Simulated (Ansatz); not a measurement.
Cartesian coordinates in Å:
```
C 0.2451 0.0996 0.4090
C -0.4841 -0.1968 -0.8079
N -1.0622 -0.4316 -1.7727
H 1.1880 0.5936 0.1702
H -0.3449 0.7573 1.0489
H 0.4582 -0.8221 0.9524
```

Charge 0, multiplicity 1.

Q: List the CAM-B3LYP/def2-TZVPP orbital energies in eV (Ansatz). (Estimate.)

A: The calculation gave: Occupied: -391.53, -280.28, -280.00, -27.06, -23.53, -16.11, -14.70, -14.70, -11.91, -10.92, -10.92. Lowest empty: 1.57, 2.09, 2.09, 3.89, 3.99, 3.99, 4.95, 6.51.
